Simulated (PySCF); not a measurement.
Where the electron goes

Compound: C2H3N3.
Numbering: `[cH:1]1[n:2][cH:3][nH:4][n:5]1` (hydrogens: H6 on C1; H7 on C3; H8 on N4)

The calculation used PySCF 2.14.0, density-fitted response routines, TDDFT CAM-B3LYP/def2-SVPD, vertical, gas phase, core orbitals frozen in the response. Geometry: GFN2-xTB; no solvent, vibrations or thermal averaging.

Frontier orbitals with the atoms that hold most of them (Löwdin shares over 4%, at most four atoms; ? is withheld):

| orbital | ε (eV) | atoms |
| --- | --- | --- |
| LUMO+2 | 2.30 | C1 30%, H8 25%, H6 13%, C3 10% |
| LUMO+1 | 1.29 | H8 33%, C3 32%, H7 15%, N4 12% |
| LUMO | 1.11 | ? |
| HOMO | ? | N5 32%, C1 22%, C3 20%, N4 15% |
| HOMO-1 | -9.63 | ? |
| HOMO-2 | -10.26 | N2 40%, N4 26%, C1 13%, C3 11% |
| HOMO-3 | -10.95 | N5 44%, N2 20%, N4 12%, C1 11% |

Problem. Give the leading atoms of the HOMO-1.

Solution. N2 (bonded to 2 C) 52%; N5 (bonded to C and N) 27%; C1 (bonded to 2 N and H) 8%; C3 (bonded to 2 N and H) 7%. By element: nitrogen 80% or more, carbon 14%.

Problem. Give the leading atoms of the LUMO.

Solution. C3 (bonded to 2 N and H) 26%; N4 (bonded to C, N and H) 21%; N5 (bonded to C and N) 21%; N2 (bonded to 2 C) 12%. By element: nitrogen 54%, carbon 26% or more.

Problem. What is the HOMO energy, and the HOMO–LUMO gap?

Solution. ε(HOMO) = -9.34 eV; the gap is 10.46 eV (0.3843 hartree).

Problem. How does S1 compare with the orbital gap of 10.46 eV?

Solution. S1 is at 6.43 eV (f = 0.0056), 4.03 eV below the gap, made of HOMO-1→LUMO (98%). Its leading pair isn't HOMO and LUMO; the energies of that pair differ by 10.75 eV. 

Problem. Give energy, strength and leading configuration of S1, S2, S4, S7 and S8, and follow the Löwdin shares of the leading atoms from the occupied to the empty orbital.

Solution. 
- S1 (6.43 eV, f 0.0056), HOMO-1→LUMO (98%): N2 52% → 12%, N5 27% → 21%, C3 7% → 26%, N4 at most 7% → 21%
- S2 (7.31 eV, f 0.103), HOMO→LUMO (83%): N5 32% → 21%, C1 22% → at most 13%, C3 20% → 26%, N4 15% → 21%
- S4 (7.51 eV, f 0.0041), HOMO→LUMO+1 (90%): N5 32% → at most 9%, C1 22% → at most 9%, H8 at most 11% → 33%, C3 20% → 32%
- S7 (8.06 eV, f 0.026), HOMO-1→LUMO+1 (92%): N2 52% → at most 9%, N5 27% → at most 9%, H8 at most 7% → 33%, C3 7% → 32%
- S8 (8.39 eV, f 0.0000), HOMO-2→LUMO+1 (86%): N2 40% → at most 9%, N4 26% → 12%, H8 at most 11% → 33%, C3 11% → 32%

Löwdin shares depend on the basis, the more so with diffuse functions.
